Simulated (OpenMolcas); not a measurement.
# CCSD/pcseg-1 (Cholesky decomposition, electric field -0.001 a.u., field axis z) run of BH5S (B(H2S)H3)

What is the energy difference between two shapes of BH5S (B(H2S)H3) at CCSD/pcseg-1 (Cholesky decomposition, electric field -0.001 a.u., field axis z)? 

The results are computed with OpenMolcas 26.06.

4 further runs of the same task are left out: 4 set aside as unsound or not needed.

**1. The molecule**

BH5S has 7 atoms, charge 0, and is taken as a singlet. SMILES: `[H]B([H])([H])<-S`. The shape is that of a GFN2-xTB optimisation.

Bond lengths: B1–S2 2.040 Å, S2–H3 1.336 Å, S2–H4 1.337 Å, B1–H5 1.181 Å, B1–H6 1.184 Å, B1–H7 1.181 Å. Angles: B1–S2–H3 98.0°, B1–S2–H4 98.0°, S2–B1–H5 102.5°, S2–B1–H6 103.4°, S2–B1–H7 102.5°, H3–S2–H4 92.0°, H5–B1–H6 115.4°, H5–B1–H7 114.9°, H6–B1–H7 115.4°.

**2. The energy at CCSD/pcseg-1 (Cholesky decomposition, electric field -0.001 a.u., field axis z)**

The input, calc.input:

```
* BH5S CCSD

&GATEWAY
  BasLib=$CurrDir
  Coord
  7
  angstrom
  B        0.127630      -0.217240      -0.817090
  S        0.134050      -0.231310       1.222430
  H        0.506250       1.037510       1.415020
  H       -1.154430       0.067690       1.414850
  H        1.280190      -0.216980      -1.075620
  H       -0.453000       0.779570      -1.081760
  H       -0.440700      -1.219250      -1.077830
  Basis=pcseg-1
  Group=NoSym

&SEWARD
  Low

&FFPT
  Dipole
  Z 0.001

&SCF
  PrOrbitals=1 1

&CHCC
  Frozen=6
```

The basis set pcseg-1 is read from a file made from the Basis Set Exchange's data (not shown).

Run with:

```sh
$ export MOLCAS_MEM=1860
$ pymolcas calc.input > calc.log
```

Output:

```text
--- Start Module: gateway ---
[...]
--- Stop Module: gateway /rc=_RC_ALL_IS_WELL_ ---
[...]
      Basis functions           57
[...]
--- Start Module: scf ---
[...]
       Convergence after   9 Iterations
[...]
::    Total SCF energy                               -425.0430095014
[...]
      Total spin, S                                     0.0000000000
[...]
      Total electronic charge=   26.000000
      Total            charge=   -0.000000
[...]
      Dipole Moment (debye):
      Origin of the operator (angstrom)=    0.1130   -0.1944    0.6181
                   X= -7.0689E-01               Y=  1.2037E+00               Z=  3.6934E+00           Total=  3.9484E+00
      Quadrupole Moment (debye*angstrom):
[...]
--- Stop Module: scf /rc=_RC_ALL_IS_WELL_ ---
--- Start Module: chcc ---
[...]
--- Stop Module: chcc /rc=_RC_ALL_IS_WELL_ ---
[...]
```

Run time: 4.8 s. Hardware: 1 thread of Arm Neoverse V1, shared host; peak memory 0.23 GiB.

**3. The distorted shape, same level**

The input, calc.input:

```
* BH5S CCSD
&GATEWAY
BasLib = $CurrDir
Coord
7
angstrom
B        0.120088      -0.202868      -0.799462
S        0.162452      -0.216698       1.267129
H        0.522155       1.029509       1.397023
H       -1.167324       0.065870       1.401820
H        1.294792      -0.207797      -1.100011
H       -0.465747       0.812350      -1.103290
H       -0.455278      -1.209299      -1.084749
Basis = pcseg-1
Group = NoSym
&SEWARD
Low
&FFPT
Dipole
Z 0.001
&SCF
PrOrbitals = 1 1
&CHCC
Frozen = 6
```

The basis set pcseg-1 is read from a file made from the Basis Set Exchange's data (not shown).

Run with:

```sh
$ export MOLCAS_MEM=1860
$ pymolcas calc.input > calc.log
```

Output:

```text
--- Start Module: gateway ---
[...]
--- Stop Module: gateway /rc=_RC_ALL_IS_WELL_ ---
[...]
      Basis functions           57
[...]
--- Start Module: scf ---
[...]
       Convergence after   9 Iterations
[...]
::    Total SCF energy                               -425.0414922504
[...]
      Total spin, S                                     0.0000000000
[...]
      Total electronic charge=   26.000000
      Total            charge=   -0.000000
[...]
      Dipole Moment (debye):
      Origin of the operator (angstrom)=    0.1300   -0.1805    0.6501
                   X= -7.0304E-01               Y=  1.1771E+00               Z=  3.7699E+00           Total=  4.0114E+00
      Quadrupole Moment (debye*angstrom):
[...]
--- Stop Module: scf /rc=_RC_ALL_IS_WELL_ ---
--- Start Module: chcc ---
[...]
--- Stop Module: chcc /rc=_RC_ALL_IS_WELL_ ---
[...]
```

It took 4.8 s on 1 thread of Arm Neoverse V1, shared host; peak memory 0.23 GiB.

**4. Summary of results**

At CCSD/pcseg-1 (Cholesky decomposition, electric field -0.001 a.u., field axis z), 6 core orbitals frozen:

| quantity | value |
| --- | --- |
| first shape: total energy | -425.32879 Eh |
| first shape: dipole moment (mean-field density) | 3.95 D |
| first shape: HOMO–LUMO gap (Hartree–Fock orbitals) | 14.58 eV |
| first shape: correlation energy (6 core orbitals frozen) | -285.8 mEh |
| distorted shape: total energy | -425.32723 Eh |
| distorted shape: dipole moment (mean-field density) | 4.01 D |
| distorted shape: HOMO–LUMO gap (Hartree–Fock orbitals) | 14.40 eV |
| distorted shape: correlation energy (6 core orbitals frozen) | -285.7 mEh |
| energy change with the atoms displaced | 0.042 eV |

With the atoms displaced the energy rises by 0.04 eV (1.0 kcal/mol). The first shape isn't relaxed at this level, so the change isn't measured from a minimum. Mulliken charges (first shape) of the mean-field density run from -0.11 on H6 to +0.14 on H3; they depend strongly on the basis. Mulliken charges (distorted shape) of the mean-field density run from -0.10 on H6 to +0.15 on H4; they depend strongly on the basis.
